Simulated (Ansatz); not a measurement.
Mulliken charges of HMgS (`[Mg][SH]`) radical from PBE/def2-TZVPP in Ansatz (PBE0-D4/def2-TZVP geometry).

```
atom   x (Å)   y (Å)   z (Å)  charge (e)
 Mg1   1.366  -0.566   0.678       0.352
  S2  -0.681  -0.418  -0.415      -0.450
  H3  -0.696   0.920  -0.276       0.097
```

Task: By hand: the dipole of these point charges (1 e Å = 4.8032 D).

Result: Σ q r = (0.720, 0.078, 0.399) e Å, of length 0.827 e Å = 3.97 D.

Task: How does the dipole of the full density compare? (An estimate is asked.)

Result: Ansatz gave: (0.456, 0.073, 0.256) e Å, 2.54 D; the point charges give 1.56 times that, at 3° from its direction.

Point charges leave out the atoms' own dipoles, such as those of lone pairs, and Mulliken's split depends on the basis, so the two needn't agree.
